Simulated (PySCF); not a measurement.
What happened in this job?

A core-ionisation job on C4H4F2, SMILES `C=C=CC(F)F`. Method: PySCF, delta-SCF UKS SCAN, pcX-1 on the ionised atom, pcseg-1 elsewhere, spin-free X2C.

Driver input (Å, PBE0-D3(BJ)/def2-SVP geometry):

```
{"job": {"kind": "xps", "basis": "pcX-1"}, "charge": 0, "multiplicity": 1}
C      1.9680    -0.2800     0.7546
C      0.8367    -0.3661     0.1085
C     -0.3034    -0.4410    -0.5305
C     -1.4294     0.5106    -0.2844
F     -2.5438    -0.1709     0.0670
F     -1.7229     1.1850    -1.4207
H      2.1242    -0.8194     1.6947
H      2.7934     0.3296     0.3722
H     -0.4793    -1.2108    -1.2917
H     -1.1965     1.2412     0.5087
```

Output:

```
ground state, core basis on atom 0 (C), 114 functions
  cycle   1  E = -354.40987137  |g| = 6.40e-01
  cycle   2  E = -354.31210061  |g| = 1.01e+00
  cycle   3  E = -354.48171253  |g| = 1.18e-01
  cycle   4  E = -354.48473309  |g| = 4.37e-02
  cycle   5  E = -354.48513330  |g| = 2.37e-02
  cycle   6  E = -354.48528299  |g| = 2.84e-03
  cycle   7  E = -354.48528495  |g| = 1.32e-03
  cycle   8  E = -354.48528526  |g| = 2.97e-04
  E(ground) = -354.48530267 Eh
hole in C 1s of atom 0
  cycle   1  E = -343.21245800  |g| = 1.50e+00
  cycle   2  E = -341.76374952  |g| = 2.07e+00
  cycle   3  E = -343.44240277  |g| = 7.65e-01
  cycle   4  E = -343.69363844  |g| = 4.25e-01
  cycle   5  E = -343.77459907  |g| = 1.38e-01
  cycle   6  E = -343.78193023  |g| = 4.38e-02
  cycle   7  E = -343.78273710  |g| = 1.52e-02
  cycle   8  E = -343.78284251  |g| = 6.28e-03
  cycle   9  E = -343.78289662  |g| = 3.63e-03
  cycle  10  E = -343.78292777  |g| = 2.89e-03
  cycle  11  E = -343.78297093  |g| = 2.07e-03
  cycle  12  E = -343.78300364  |g| = 1.37e-03
  cycle  13  E = -343.78302211  |g| = 6.71e-04
  cycle  14  E = -343.78302493  |g| = 5.24e-04
  cycle  15  E = -343.78302418  |g| = 3.39e-04
  E(ion) = -343.78338398 Eh   <S^2> = 0.7936   hole on atom = 1.000   binding energy = 291.214 eV
ground state, core basis on atom 1 (C), 114 functions
  cycle   1  E = -354.48470502  |g| = 5.69e-02
  cycle   2  E = -354.48182342  |g| = 1.18e-01
  cycle   3  E = -354.48547944  |g| = 6.75e-03
  cycle   4  E = -354.48548651  |g| = 4.34e-03
  cycle   5  E = -354.48549252  |g| = 1.30e-03
  cycle   6  E = -354.48549053  |g| = 3.27e-04
  E(ground) = -354.48608852 Eh
hole in C 1s of atom 1
  cycle   1  E = -343.19734878  |g| = 1.51e+00
  cycle   2  E = -341.72613220  |g| = 2.22e+00
  cycle   3  E = -343.61972416  |g| = 6.09e-01
  cycle   4  E = -343.72526708  |g| = 3.60e-01
  cycle   5  E = -343.76608170  |g| = 1.58e-01
  cycle   6  E = -343.77763506  |g| = 5.47e-02
  cycle   7  E = -343.77936611  |g| = 1.89e-02
  cycle   8  E = -343.77968448  |g| = 8.99e-03
  cycle   9  E = -343.77997552  |g| = 6.92e-03
  cycle  10  E = -343.78013856  |g| = 3.94e-03
  cycle  11  E = -343.78019890  |g| = 3.15e-03
  cycle  12  E = -343.78021132  |g| = 1.39e-03
  cycle  13  E = -343.78021187  |g| = 9.01e-04
  cycle  14  E = -343.78021305  |g| = 3.29e-04
  E(ion) = -343.78059889 Eh   <S^2> = 0.8795   hole on atom = 1.000   binding energy = 291.311 eV
ground state, core basis on atom 2 (C), 114 functions
  cycle   1  E = -354.48511046  |g| = 5.56e-02
  cycle   2  E = -354.48259690  |g| = 1.11e-01
  cycle   3  E = -354.48583118  |g| = 6.95e-03
  cycle   4  E = -354.48584207  |g| = 3.95e-03
  cycle   5  E = -354.48584575  |g| = 1.38e-03
  cycle   6  E = -354.48584607  |g| = 4.09e-04
  E(ground) = -354.48633251 Eh
hole in C 1s of atom 2
  cycle   1  E = -343.21103680  |g| = 1.51e+00
  cycle   2  E = -342.17343950  |g| = 2.00e+00
  cycle   3  E = -343.58510614  |g| = 6.13e-01
  cycle   4  E = -343.70141986  |g| = 3.81e-01
  cycle   5  E = -343.77416384  |g| = 1.22e-01
  cycle   6  E = -343.78078155  |g| = 3.72e-02
  cycle   7  E = -343.78152928  |g| = 9.19e-03
  cycle   8  E = -343.78159589  |g| = 6.09e-03
  cycle   9  E = -343.78164747  |g| = 3.98e-03
  cycle  10  E = -343.78168552  |g| = 2.97e-03
  cycle  11  E = -343.78173513  |g| = 2.18e-03
  cycle  12  E = -343.78177453  |g| = 1.35e-03
  cycle  13  E = -343.78178824  |g| = 7.33e-04
  cycle  14  E = -343.78179046  |g| = 6.09e-04
  cycle  15  E = -343.78179124  |g| = 3.72e-04
  E(ion) = -343.78276250 Eh   <S^2> = 0.7963   hole on atom = 1.000   binding energy = 291.259 eV
ground state, core basis on atom 3 (C), 114 functions
  cycle   1  E = -354.48238637  |g| = 4.16e-02
  cycle   2  E = -354.48185946  |g| = 6.10e-02
  cycle   3  E = -354.48270148  |g| = 1.18e-02
  cycle   4  E = -354.48273516  |g| = 5.74e-03
  cycle   5  E = -354.48274258  |g| = 1.74e-03
  cycle   6  E = -354.48274424  |g| = 2.53e-04
  E(ground) = -354.48216647 Eh
hole in C 1s of atom 3
  cycle   1  E = -343.07106488  |g| = 1.50e+00
  cycle   2  E = -337.85825888  |g| = 3.21e+00
  cycle   3  E = -342.57220287  |g| = 1.47e+00
  cycle   4  E = -343.54528693  |g| = 4.37e-01
  cycle   5  E = -343.59346783  |g| = 2.33e-01
  cycle   6  E = -343.61230115  |g| = 5.75e-02
  cycle   7  E = -343.61372936  |g| = 2.15e-02
  cycle   8  E = -343.61395359  |g| = 7.49e-03
  cycle   9  E = -343.61398456  |g| = 5.44e-03
  cycle  10  E = -343.61400584  |g| = 2.22e-03
  cycle  11  E = -343.61401501  |g| = 1.19e-03
  cycle  12  E = -343.61401975  |g| = 1.12e-03
  cycle  13  E = -343.61402341  |g| = 8.66e-04
  cycle  14  E = -343.61402883  |g| = 6.04e-04
  cycle  15  E = -343.61403301  |g| = 3.96e-04
  E(ion) = -343.61536769 Eh   <S^2> = 0.7770   hole on atom = 1.000   binding energy = 295.701 eV
ground state, core basis on atom 4 (F), 114 functions
  cycle   1  E = -354.48087037  |g| = 4.57e-02
  cycle   2  E = -354.48060781  |g| = 4.93e-02
  cycle   3  E = -354.48110022  |g| = 1.65e-02
  cycle   4  E = -354.48114501  |g| = 8.25e-03
  cycle   5  E = -354.48115935  |g| = 2.03e-03
  cycle   6  E = -354.48116239  |g| = 2.91e-04
  E(ground) = -354.48327548 Eh
hole in F 1s of atom 4
  cycle   1  E = -328.12781422  |g| = 2.57e+00
  cycle   2  E = -327.26084639  |g| = 2.42e+00
  cycle   3  E = -328.46498873  |g| = 9.74e-01
  cycle   4  E = -328.85884302  |g| = 5.19e-01
  cycle   5  E = -328.98477057  |g| = 1.72e-01
  cycle   6  E = -328.99779964  |g| = 8.07e-02
  cycle   7  E = -329.00069852  |g| = 3.58e-02
  cycle   8  E = -329.00138664  |g| = 4.35e-03
  cycle   9  E = -329.00139232  |g| = 2.68e-03
  cycle  10  E = -329.00139476  |g| = 8.01e-04
  cycle  11  E = -329.00139411  |g| = 1.85e-04
  E(ion) = -329.00966224 Eh   <S^2> = 0.7566   hole on atom = 1.000   binding energy = 693.172 eV
```

The program numbers atoms from 0. E(ground) and E(ion) are re-evaluated on a finer grid than the cycles, so they differ from the last cycles; that is no fault.

Question: Do all binding energies of this run deserve the same trust?

Answer: No. Every hole passed the driver's convergence checks (|g| < 5e-4, core orbital emptied to over 0.9), but ⟨S²⟩ is 0.879 for C1s on atom 1, against 0.75 for a pure doublet, so the unrestricted ion state holds higher spin components.

Question: What would you do next?

Answer: Recompute such holes with a restricted open-shell or spin-projected scheme and compare; until then these binding energies are doubtful.
